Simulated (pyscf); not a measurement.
**Four-centre exchange: Cl–SnH(Cl)–Cl + hydrogen (H₂) → hydrogen chloride (HCl) + Cl–SnH₂–Cl**

Gas phase, singlet surface, charge 0. Bonds broken: Cl1–Sn2, H6–H7. Bonds formed: Cl1–H6, Sn2–H7. Structures and frequencies: ωB97X-D3(BJ)/def2-SVP in PySCF.

Transition state (Å):

```xyz
7

Cl     0.7995    -1.0001     1.9071
Sn    -0.0582    -0.4889    -0.5539
Cl     0.5289     1.7346    -0.3884
Cl    -1.7952    -0.4315    -2.1318
H      1.0144    -1.6405    -1.1570
H     -0.7520    -0.9833     1.3771
H     -1.4561    -0.8861     0.7168
```

One imaginary mode, 1198i cm⁻¹; descent along it reached the two sides named, in the forms told below.

```tsv
bond	change	reactant side (Å)	saddle	product side
Cl1–Sn2	breaks	2.313	2.7	3.3
H6–H7	breaks	0.760	0.970	3.5
Cl1–H6	forms	3.9	1.640	1.292
Sn2–H7	forms	4.0	1.930	1.689
```

Electronic energies relative to the separated reactants (eV):

```json
[
 {"level": "ωB97X-D3(BJ)/def2-TZVP", "barrier": "2.00", "reaction energy": "+0.81", "reverse barrier": "1.19"},
 {"level": "PBE/def2-TZVP", "barrier": "1.66", "reaction energy": "+0.67", "reverse barrier": "0.98"},
 {"level": "r²SCAN/def2-TZVP", "barrier": "1.76", "reaction energy": "+0.74", "reverse barrier": "1.02"},
 {"level": "B3LYP-D3(BJ)/def2-TZVP", "barrier": "1.88", "reaction energy": "+0.72", "reverse barrier": "1.16"},
 {"level": "PBE0-D3(BJ)/def2-TZVP", "barrier": "1.77", "reaction energy": "+0.67", "reverse barrier": "1.09"},
 {"level": "M06-2X/def2-TZVP", "barrier": "2.00", "reaction energy": "+0.84", "reverse barrier": "1.16"},
 {"level": "ωB97M-D3(BJ)/def2-TZVP", "barrier": "1.96", "reaction energy": "+0.63", "reverse barrier": "1.33"},
 {"level": "HF/def2-TZVP", "barrier": "2.59", "reaction energy": "+0.57", "reverse barrier": "2.01"}
]
```

With ωB97M-D3(BJ)/def2-TZVP energies and thermal terms (ideal gas, 1 atm, RRHO with modes under 100 cm⁻¹ raised to 100, one conformer, R ln 2 for chiral ones without a mode under 150 cm⁻¹), in eV:

```
T (K)   ΔH‡   ΔG‡     ΔH     ΔG
-----  ----  ----  -----  -----
298    1.97  2.30  +0.67  +0.59
600    1.93  2.66  +0.64  +0.52
900    1.92  3.03  +0.62  +0.47
1200   1.93  3.40  +0.61  +0.43
```

On the product side the descent ends in a complex (not fully relaxed), 0.22 eV under the separated species and 1.41 eV under the saddle at ωB97X-D3(BJ)/def2-TZVP. One saddle was located; it need not be the lowest between these sides. Elements past Kr carry the def2 core potentials, without spin-orbit coupling.
